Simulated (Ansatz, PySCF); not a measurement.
Species: NH, charge 0, triplet. NH (SMILES [NH], triplet).
B3LYP-D3(BJ)/def2-TZVP minimum from Ansatz (a first-principles code):
```xyz
2

N      0.0000     0.0000    -0.1302
H      0.0000     0.0000     0.9116
```
Charge 0, spin multiplicity 3.

Wanted: enthalpy of formation at 298 K (by atomisation, with ideal-gas terms from PySCF's Hessian at B3LYP-D3(BJ)/def2-TZVP and the atoms' measured values of the G2/97 table; no spin-orbit terms), in kJ/mol. UHF or UKS for unpaired electrons; spin-orbit terms are left out. CBS(X,Y): correlation extrapolated as X^-3, Hartree-Fock from the larger set (Q,5: extrapolated as (X+1)exp(-9√X)). A bracket is a step between two methods taken in the basis named. Functionals run without relativity, which enters their misses. Double hybrids freeze cores in their MP2 part. '+ core + X2C': CCSD(T) terms for core correlation (cc-pwCVTZ) and scalar relativity (cc-pVTZ-DK). Full CI freezes restricted core orbitals, also for open shells; the composite that ends in it estimates full CI at the basis-set limit. Where a partner has so few electrons that a lower coupled-cluster level is exact, that level stands in.

Measured: 85.2 kcal/mol, 356.5 kJ/mol (G2/97 table in ASE (Curtiss et al.)).

Problem. How far off this value is PBE/def2-TZVPD (Ansatz), in which direction, and which of these levels come nearer: r2SCAN/def2-TZVPD, B3LYP/def2-TZVPD, wB97M-V/def2-TZVPD, B2PLYP/def2-TZVPD, CCSD(T)/CBS(cc-pVQZ,cc-pV5Z) + core + X2C?

Solution. PBE gives 337.2 kJ/mol, 19.3 kJ/mol below it. Errors of the others: r2SCAN/def2-TZVPD (Ansatz) -0.8; B3LYP/def2-TZVPD (Ansatz) -16.6; wB97M-V/def2-TZVPD (Ansatz) -4.8; B2PLYP/def2-TZVPD (Ansatz) -0.2; CCSD(T)/CBS(cc-pVQZ,cc-pV5Z) + core + X2C (Ansatz) 2.8; CCSD(T)/CBS(cc-pVQZ,cc-pV5Z) + [CCSDT(Q) - CCSD(T)]/cc-pV5Z + [FCI - CCSDT(Q)]/cc-pVTZ + core + X2C (Ansatz) 2.1 kJ/mol. Nearer than PBE: r2SCAN/def2-TZVPD, B3LYP/def2-TZVPD, wB97M-V/def2-TZVPD, B2PLYP/def2-TZVPD, CCSD(T)/CBS(cc-pVQZ,cc-pV5Z) + core + X2C, CCSD(T)/CBS(cc-pVQZ,cc-pV5Z) + [CCSDT(Q) - CCSD(T)]/cc-pV5Z + [FCI - CCSDT(Q)]/cc-pVTZ + core + X2C.
